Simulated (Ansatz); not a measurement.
A run on `C=COC(C)=O` with other settings.

```yaml
crystal:
  periodic: [false, false, false]
  atoms:
    - {symbol: C, position_ang: [-0.542680, -2.449706, -0.115733]}
    - {symbol: C, position_ang: [-0.437467, -1.279760, 0.465044]}
    - {symbol: O, position_ang: [0.023007, -0.196946, -0.236623]}
    - {symbol: C, position_ang: [0.125412, 0.999026, 0.407994]}
    - {symbol: C, position_ang: [0.723730, 1.969958, -0.496690]}
    - {symbol: O, position_ang: [-0.300936, 1.182223, 1.512270]}
    - {symbol: H, position_ang: [-0.217328, -2.649947, -1.069348]}
    - {symbol: H, position_ang: [-0.967212, -3.310104, 0.458827]}
    - {symbol: H, position_ang: [-0.741417, -1.061053, 1.481874]}
    - {symbol: H, position_ang: [0.091785, 2.060676, -1.410716]}
    - {symbol: H, position_ang: [1.700536, 1.688914, -0.792459]}
    - {symbol: H, position_ang: [0.747716, 2.957716, 0.055582]}
basis:
  gaussian: {orbitals: "6-31G*"}
hamiltonian: {xc: {name: B97M-V}}
output: {forces: true}
```

```sh
$ ansatz run in.yaml --threads 4 --pin off --events-out ev --progress --plain --max-ram 10444MiB
```

Shortened log:

```
Functional definition: B97M-V
1194 factors; their error is unknown
mean field evaluation 1: about -8330.3261 eV, gradient 6.2e1 eV
mean field evaluation 2: about -8322.1159 eV, gradient 8.8e1 eV
mean field evaluation 4: about -8338.0680 eV, gradient 4.7e0 eV
mean field evaluation 8: about -8338.1151 eV, gradient 1.6e-1 eV
mean field evaluation 16: about -8338.0228 eV, gradient 4.4e-4 eV
mean field -8338.02280971 eV, -306.4166865420 hartree, gradient 2.3e-5 eV, S^2 0.000000; 0 other end points of the search recorded, 0 dependent functions left out
reference -8338.02284757 eV, -306.4166879332 hartree; 23, 23 occupied and 79, 79 virtual orbitals, 1194 factors
Total energy: -8338.02284757 eV, -306.4166879332 hartree
Atom 0 at    -0.542680    -2.449706    -0.115733 Å, force    -1.097516    -1.525217     2.369193 eV/Å
Atom 1 at    -0.437467    -1.279760     0.465044 Å, force    -0.411909     0.714016     0.621184 eV/Å
Atom 2 at     0.023007    -0.196946    -0.236623 Å, force     0.479333    -0.318928    -0.309468 eV/Å
Atom 3 at     0.125412     0.999026     0.407994 Å, force    -0.745261    -0.968458     0.083589 eV/Å
Atom 4 at     0.723730     1.969958    -0.496690 Å, force    -1.085875     2.514285     0.148270 eV/Å
Atom 5 at    -0.300936     1.182223     1.512270 Å, force     0.045935     0.247300     0.633154 eV/Å
Atom 6 at    -0.217328    -2.649947    -1.069348 Å, force     0.629281    -0.286154    -2.219987 eV/Å
Atom 7 at    -0.967212    -3.310104     0.458827 Å, force     0.516893     0.963883    -0.530675 eV/Å
Atom 8 at    -0.741417    -1.061053     1.481874 Å, force     0.028536     0.017593    -0.108840 eV/Å
Atom 9 at     0.091785     2.060676    -1.410716 Å, force     0.503927     0.003225     0.580023 eV/Å
Atom 10 at     1.700536     1.688914    -0.792459 Å, force     1.062239    -0.309790    -0.378484 eV/Å
Atom 11 at     0.747716     2.957716     0.055582 Å, force     0.074417    -1.051757    -0.887958 eV/Å
Dipole moment:     0.160573    -0.015706    -0.327054 e Å
```

Hardware: 4 threads of an Arm Neoverse V1 on a shared host. Wall time 5.5 s, peak host memory 0.21 GiB.
